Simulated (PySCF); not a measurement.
## Optical rotation: `C[C@H]1S[C@@H]1CF`, C₄H₇FS

Molfile (atoms numbered from 1):
```
C4H7FS
     RDKit          3D

 13 13  0  0  0  0  0  0  0  0999 V2000
    1.9316   -0.1197    0.2844 C   0  0  0  0  0  0  0  0  0  0  0  0
    0.6359    0.0354   -0.4589 C   0  0  1  0  0  0  0  0  0  0  0  0
   -0.0947   -1.4384   -1.2232 S   0  0  0  0  0  0  0  0  0  0  0  0
   -0.6421   -0.4108    0.1524 C   0  0  2  0  0  0  0  0  0  0  0  0
   -1.9056    0.3798   -0.0681 C   0  0  0  0  0  0  0  0  0  0  0  0
   -1.9770    1.4059    0.8452 F   0  0  0  0  0  0  0  0  0  0  0  0
    2.0576    0.7165    0.9716 H   0  0  0  0  0  0  0  0  0  0  0  0
    1.9389   -1.0473    0.8523 H   0  0  0  0  0  0  0  0  0  0  0  0
    2.7700   -0.1295   -0.4088 H   0  0  0  0  0  0  0  0  0  0  0  0
    0.5856    0.9083   -1.1028 H   0  0  0  0  0  0  0  0  0  0  0  0
   -0.5847   -0.8928    1.1236 H   0  0  0  0  0  0  0  0  0  0  0  0
   -1.9230    0.8318   -1.0651 H   0  0  0  0  0  0  0  0  0  0  0  0
   -2.7970   -0.2389    0.0797 H   0  0  0  0  0  0  0  0  0  0  0  0
  1  2  1  0
  2  3  1  0
  3  4  1  0
  4  5  1  0
  5  6  1  0
  4  2  1  0
  1  7  1  0
  1  8  1  0
  1  9  1  0
  2 10  1  6
  4 11  1  1
  5 12  1  0
  5 13  1  0
M  END
```

Method used: TDDFT wB97X-D/def2-SVPD circular dichroism and optical rotation, one conformer, gas phase in PySCF 2.14.0. Geometry: GFN2-xTB.

The molecule is flexible and this is one conformer; a measurement averages over conformers. States above about 8.7 eV (minus the energy of the highest occupied orbital) lie near or above the ionisation threshold and depend on the basis.

Stereocentres: C2 R, C4 R.

**Question.** Give the optical rotatory dispersion at 633, 589.3, 546, 436, 405, 365, 355 nm.

**Answer.** [α] in deg dm⁻¹ (g/mL)⁻¹:
| λ (nm) | origin-invariant length gauge | modified velocity gauge | length gauge (centre of mass) | isotropic polarisability (au) |
| --- | --- | --- | --- | --- |
| 633 | +66.9 | +59.8 | +68.9 | 69.2 |
| 589.3 | +77.8 | +69.6 | +80.2 | 69.5 |
| 546 | +91.5 | +82.0 | +94.3 | 69.8 |
| 436 | +147.7 | +133.0 | +152.6 | 71.1 |
| 405 | +172.4 | +155.7 | +178.2 | 71.7 |
| 365 | +211.9 | +193.0 | +219.8 | 72.7 |
| 355 | +222.9 | +203.7 | +231.5 | 73.1 |

**Question.** And for the mirror image at 589.3 nm?

**Answer.** -77.8 deg dm⁻¹ (g/mL)⁻¹ (origin-invariant length gauge): the same size and the opposite sign.

**Question.** What is the molar rotation [Φ] = [α]·M/100 of the geometry above at 589.3 nm?

**Answer.** With M = 106.16 g/mol, +82.6 deg cm² dmol⁻¹ (origin-invariant length gauge).

The first excitation lies at 4.95 eV (250 nm) with R = -0.9 × 10⁻⁴⁰ esu² cm² (velocity form).
